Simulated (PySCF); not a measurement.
C2H2F3P.
Numbering: `[F:1][C:2]([F:3])=[C:4]([F:5])[PH2:6]` (hydrogens: H7, H8 on P6)

Method: core-valence-separated Tamm–Dancoff BHandHLYP/aug-pcX-1 (pcseg-1 on H, def2-SVPD on P) in PySCF, non-relativistic, gas phase, PBE0-D3(BJ)/def2-SVP geometry.

Computed carbon K-edge spectrum, Gaussian lines of 0.8 eV full width, highest printed point 100; it ends one width below the last computed root. The energies are unshifted.

(photon energy (eV), absorption): (284.3, 0), (284.4, 1), (284.5, 1), (284.6, 3), (284.7, 5), (284.8, 10), (284.9, 15), (285.0, 23), (285.1, 31), (285.2, 38), (285.3, 44), (285.4, 45), (285.5, 44), (285.6, 38), (285.7, 31), (285.8, 23), (285.9, 16), (286.0, 11), (286.1, 9), (286.2, 9), (286.3, 13), (286.4, 21), (286.5, 33), (286.6, 49), (286.7, 66), (286.8, 82), (286.9, 95), (287.0, 100), (287.1, 97), (287.2, 87), (287.3, 72), (287.4, 55), (287.5, 39), (287.6, 26), (287.7, 18), (287.8, 14), (287.9, 14), (288.0, 15), (288.1, 18), (288.2, 21), (288.3, 22), (288.4, 22), (288.5, 20), (288.6, 18), (288.7, 15), (288.8, 13), (288.9, 12), (289.0, 13), (289.1, 16), (289.2, 21), (289.3, 27), (289.4, 35), (289.5, 42), (289.6, 49), (289.7, 53), (289.8, 54), (289.9, 52), (290.0, 47), (290.1, 42), (290.2, 38), (290.3, 34), (290.4, 31)

Question: Where are the maxima, and which lines make them up?

Answer: 4 maxima:
- 285.4 eV: C4 (vinylic C–F carbon), 285.40 eV, f = 0.055, 1s→π*, 100 % of the height at the exact maximum
- 287.0 eV: C2 (=CF2 carbon), 287.07 eV, f = 0.078, 1s→π*, 64 % of the height at the exact maximum; C4 (vinylic C–F carbon), 286.93 eV, f = 0.044, 36 % of the height at the exact maximum
- 288.3 eV: C4 (vinylic C–F carbon), 288.33 eV, f = 0.026, 98 % of the height at the exact maximum
- 289.8 eV: C2 (=CF2 carbon), 289.78 eV, f = 0.051, 80 % of the height at the exact maximum; C4 (vinylic C–F carbon), 289.49 eV, f = 0.012, 13 % of the height at the exact maximum

Roots within 0.03 eV on the same or equivalent atoms count as one line; shares under 12 % aren't listed.

Vibrational structure and lifetime widths aren't in the curve. The ionisation threshold wasn't computed; near and above it a finite basis only mimics Rydberg series and continuum.

The run took 22 s wall on an Arm Neoverse N1 with one thread, no GPU (shared host).

The values belong to the conformer `[F:1][C:2]([F:3])=[C:4]([F:5])[PH2:6]`: H–P6–C4–C2 60°, H–P6–C4–C2 -35°.
